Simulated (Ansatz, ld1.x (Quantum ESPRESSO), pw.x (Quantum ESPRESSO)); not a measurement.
## Equation-of-state test of one PAW potential (hydrogen (H))

H, PAW, made with ld1.x (Quantum ESPRESSO) 7.5 (PBEsol, scalar-relativistic). Core none, reference 1s1. Waves: 1s (bound): rcut 1.32, rcutus 1.40 bohr; 1s channel at 0.85 Ry: rcut 1.32, rcutus 1.40 bohr; 2p channel at 0.05 Ry: rcut 1.15, rcutus 1.45 bohr; 2p channel at 1.8 Ry: rcut 1.15, rcutus 1.45 bohr. Local part: all-electron potential smoothed inside 1.45 bohr (lloc = -2). Core correction: none. Augmentation charge: PSQ, inside the norm-conserving radii.

Crystal test: fcc H in pw.x 7.5, no spin, 18³ k-points, Fermi–Dirac smearing 0.01 Ry, cutoffs 40/320 Ry. The reference is all-electron LAPW (Ansatz 0.2.0) with the same functional, mesh and smearing; V0 and B0 come from Birch–Murnaghan fits to the pressures at five volumes. Errors are pseudo minus all-electron; Δ is the rms difference of the E(V) curves that follow from these fits, minima aligned, over ±6 % about the mean V0. Mesh and smearing are coarse, so the numbers serve the comparison and aren't converged zero-temperature values; the lattice is a test structure that the element need not adopt.

All-electron: a0 = 2.267 Å (V0 = 2.91 Å³/atom), B0 = 114.1 GPa.

Q: How far does the potential miss the all-electron equation of state?

A: mean pressure error (GPa): +1.13; a0 (Å): 2.275; a0 error (%): +0.32; B0 error (%): +0.1; Δ (meV/atom): 0.7.

```
V (Å³/atom)  P all-electron (GPa)  P pseudo (GPa)
      2.771                  6.23            7.57
      2.844                  2.90            4.12
      2.917                 -0.10            1.02
      2.990                 -2.80           -1.77
      3.063                 -5.23           -4.28
```

Q: At the middle volume, how do free energy and pressure move when the wave cutoff is lowered (ecutrho held at 320 Ry)?

A:

```csv
cutoff (Ry),shift of F (meV/atom),shift of P (GPa)
18,+27.7,-4.95
24,+4.5,-0.99
32,+0.6,-0.03
```

Input at the middle volume:

```
&control
  calculation='scf', prefix='x', pseudo_dir='./', outdir='./tmp', tstress=.true., disk_io='none'
/
&system
  ibrav=0, nat=1, ntyp=1, ecutwfc=40, ecutrho=320, nbnd=7,
  occupations='smearing', smearing='fd', degauss=0.01
/
&electrons
  conv_thr=1e-09, mixing_beta=0.4, electron_maxstep=70
/
ATOMIC_SPECIES
H 1.0 H.UPF
CELL_PARAMETERS angstrom
  0.00000000 1.13405855 1.13405855
  1.13405855 0.00000000 1.13405855
  1.13405855 1.13405855 0.00000000
ATOMIC_POSITIONS crystal
H 0.0000 0.0000 0.0000
K_POINTS automatic
18 18 18 0 0 0
```

```bash
pw.x < H.scf.in > H.scf.out
```

Lines of the output:

```
Message from routine setup:
     using ibrav=0 with symmetry is DISCOURAGED, use correct ibrav instead
     lattice parameter (alat)  =       3.0307  a.u.
     unit-cell volume          =      19.6849 (a.u.)^3
     number of electrons       =         1.00
     number of Kohn-Sham states=            7
     kinetic-energy cutoff     =      40.0000  Ry
     charge density cutoff     =     320.0000  Ry
     scf convergence threshold =      1.0E-09
     Exchange-correlation= SLA  PW   PSX  PSC
     number of k points=   195  Fermi-Dirac smearing, width (Ry)=  0.0100
     iteration #  1     ecut=    40.00 Ry     beta= 0.40
     total energy              =      -1.07105724 Ry
     estimated scf accuracy    <       0.00001145 Ry
     iteration #  2     ecut=    40.00 Ry     beta= 0.40
     total energy              =      -1.07108930 Ry
     estimated scf accuracy    <       0.00000416 Ry
     iteration #  3     ecut=    40.00 Ry     beta= 0.40
     total energy              =      -1.07109087 Ry
     estimated scf accuracy    <          5.5E-09 Ry
     iteration #  4     ecut=    40.00 Ry     beta= 0.40
     total energy              =      -1.07109089 Ry
     estimated scf accuracy    <          2.2E-09 Ry
     iteration #  5     ecut=    40.00 Ry     beta= 0.40
     the Fermi energy is     4.0494 ev
!    total energy              =      -1.07109089 Ry
     estimated scf accuracy    <          2.1E-12 Ry
     smearing contrib. (-TS)   =      -0.00044629 Ry
     convergence has been achieved in   5 iterations
          total   stress  (Ry/bohr**3)                   (kbar)     P=       10.19
     Message from routine punch:
     Nothing written, as per user request (disk_io='none')
```

The run at the middle volume (195 k-points, 5 iterations) took about 1.9 s on one core of a shared host (Neoverse-V1, 32 threads, 247 GiB, load 28).
